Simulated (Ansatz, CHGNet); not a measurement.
For 2H-SiC, the machine-learned potential CHGNet 0.3.0 (trained on PBE and PBE+U data) gives:

```
Property                           Value
------------------------------  --------
equilibrium lattice constant a   3.093 Å
c axis length                    5.075 Å
elastic constant C11             278 GPa
elastic constant C44            44.8 GPa
Voigt–Reuss–Hill shear modulus  53.5 GPa
```

Question: What does HSE06 (plane waves, PAW; Ansatz, an electronic-structure program) give for the same quantities?

Answer: 
- lattice constant a: 3.071 Å (drops by 0.7 %)
- lattice parameter c: 5.036 Å (falls by 0.8 %)
- elastic constant C11: 536 GPa (goes up by 93 %)
- elastic constant C44: 164 GPa (goes up by 270 %)
- Voigt–Reuss–Hill shear modulus: 200 GPa (goes up by 270 %)

For comparison: lattice constant a 3.076 Å (measured, room temperature, no zero-point or thermal correction; as tabulated in Paulus et al. (1997), arXiv:cond-mat/9701136); lattice parameter c 5.048 Å (measured, room temperature, no zero-point or thermal correction; as tabulated in Paulus et al. (1997), arXiv:cond-mat/9701136).

Changes are worked out from the printed values.

Unless a cell is named, each level is at its own relaxed cell (CHGNet 0.3.0 10.51, HSE06 10.28 Å³/atom).

Ansatz's density-functional and Hartree–Fock values are scalar-relativistic unless marked +SOC, with PAW data made under PBE.
